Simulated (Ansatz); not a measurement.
`FC(F)C(F)F`. Charge 0, multiplicity 1. All single points use the PBE0-D4/def2-TZVP geometry. It is one conformer, not always the lowest.

```xyz
8

F     1.542    0.230   -0.801
C     0.203    0.068   -0.733
F    -0.389    1.182   -1.195
C    -0.185   -0.170    0.722
F    -1.497   -0.486    0.771
F     0.016    0.944    1.444
H    -0.088   -0.780   -1.362
H     0.398   -0.989    1.155
```

(1) What is the dipole moment at PBE/def2-TZVPP? (Best estimate.)

(2) And with r2SCAN, B3LYP, ωB97M-V? (Estimate.)

(3) Give the Mulliken charges with PBE, r2SCAN, B3LYP in def2-TZVPP. (Estimate.)

Results:

(1) Computed: 2.11 D, with components (0.36, -2.07, -0.24) D in this frame, pointing from negative to positive charge.

(2) Computed: r2SCAN 2.22 D, B3LYP 2.32 D, ωB97M-V 2.31 D.

(3) The calculation gave: 
```json
{"atom": "F1", "PBE": "-0.15", "r2SCAN": "-0.19", "B3LYP": "-0.20"}
{"atom": "C2", "PBE": "0.24", "r2SCAN": "0.34", "B3LYP": "0.30"}
{"atom": "F3", "PBE": "-0.14", "r2SCAN": "-0.18", "B3LYP": "-0.19"}
{"atom": "C4", "PBE": "0.24", "r2SCAN": "0.34", "B3LYP": "0.30"}
{"atom": "F5", "PBE": "-0.15", "r2SCAN": "-0.19", "B3LYP": "-0.20"}
{"atom": "F6", "PBE": "-0.14", "r2SCAN": "-0.18", "B3LYP": "-0.19"}
{"atom": "H7", "PBE": "0.06", "r2SCAN": "0.03", "B3LYP": "0.08"}
{"atom": "H8", "PBE": "0.06", "r2SCAN": "0.03", "B3LYP": "0.08"}
```

B3LYP here is the variant with VWN-RPA as its local correlation; programs differ in this.
